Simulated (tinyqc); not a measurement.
Extended Hueckel theory, for CH2, step by step. Computed by tinyqc, a small Python program that keeps every step (integrals from PySCF). Settings: charge = 0, K = 1.75, multiplicity = 1. Command: `OMP_NUM_THREADS=1 python tinyqc.py 25285 25286 out.jsonl` (the two numbers bound the seeds that draw the settings). One thread of a shared host (Intel(R) Xeon(R) Processor @ 2.60GHz), about 0.01 s of CPU time with the checks.

## Overlaps

Geometry (angstrom):
```
atom       x        y       z
C     0.0000   0.0000  0.0000
H     0.0000   0.9210  0.6120
H     0.0000  -0.9210  0.6120
```

Parameters chosen for this run:
```
element  shell  Slater exponent  H_ii (eV)
H           1s           1.3000   -13.6000
C           2s           1.6250   -21.4000
C           2p           1.6250   -11.4000
```

Slater orbitals, each expanded in six Gaussians scaled to its exponent.

overlap S:
```
         1C 2s  1C 2px   1C 2py  1C 2pz   2H 1s    3H 1s
1C 2s   1.0000  0.0000   0.0000  0.0000  0.4835   0.4835
1C 2px  0.0000  1.0000   0.0000  0.0000  0.0000   0.0000
1C 2py  0.0000  0.0000   1.0000  0.0000  0.4047  -0.4047
1C 2pz  0.0000  0.0000   0.0000  1.0000  0.2690   0.2690
2H 1s   0.4835  0.0000   0.4047  0.2690  1.0000   0.1338
3H 1s   0.4835  0.0000  -0.4047  0.2690  0.1338   1.0000
```

## Wolfsberg-Helmholz matrix

diagonal H_ii (eV): 1C 2s -21.4000, 1C 2px -11.4000, 1C 2py -11.4000, 1C 2pz -11.4000, 2H 1s -13.6000, 3H 1s -13.6000

K = 1.7500

H_ij = K' S_ij (H_ii + H_jj)/2 for i != j (the diagonal keeps H_ii), with K' = 1.75.

H (eV):
```
           1C 2s    1C 2px    1C 2py    1C 2pz     2H 1s     3H 1s
1C 2s   -21.4000    0.0000    0.0000    0.0000  -14.8072  -14.8072
1C 2px    0.0000  -11.4000    0.0000    0.0000    0.0000    0.0000
1C 2py    0.0000    0.0000  -11.4000    0.0000   -8.8539    8.8539
1C 2pz    0.0000    0.0000    0.0000  -11.4000   -5.8834   -5.8834
2H 1s   -14.8072    0.0000   -8.8539   -5.8834  -13.6000   -3.1842
3H 1s   -14.8072    0.0000    8.8539   -5.8834   -3.1842  -13.6000
```

## Orbitals

valence electrons = 6

Solve H C = S C e through S^(-1/2); fill by pairs from the bottom, a degenerate level sharing its electrons equally; each orbital has its largest coefficient positive (the first on a tie).

orbital energies (eV): -23.6638  -15.5902  -12.3159  -11.4000  4.5309  15.6950

occupations: 2.0000  2.0000  2.0000  0.0000  0.0000  0.0000

coefficients:
```
            MO1      MO2      MO3     MO4      MO5      MO6
1C 2s    0.7259   0.0000  -0.3087  0.0000   0.0000   1.1288
1C 2px   0.0000   0.0000   0.0000  1.0000   0.0000   0.0000
1C 2py   0.0000   0.5339   0.0000  0.0000   1.1504   0.0000
1C 2pz  -0.0192   0.0000   0.8893  0.0000   0.0000   0.6973
2H 1s    0.2441   0.4397   0.1584  0.0000  -0.8574  -0.9349
3H 1s    0.2441  -0.4397   0.1584  0.0000   0.8574  -0.9349
```

sum of one-electron energies = -103.1399 eV

## Mulliken analysis

P = C n C^T; charge = valence electrons (H 1, C 4) minus the sum of (P S)_ii on the atom; overlap population = 2 sum P_ij S_ij between two atoms.

charges: 1C -0.1714, 2H 0.0857, 3H 0.0857

Overlap populations:
```
pair      value
2-1    0.774660
3-1    0.774660
3-2   -0.058148
```
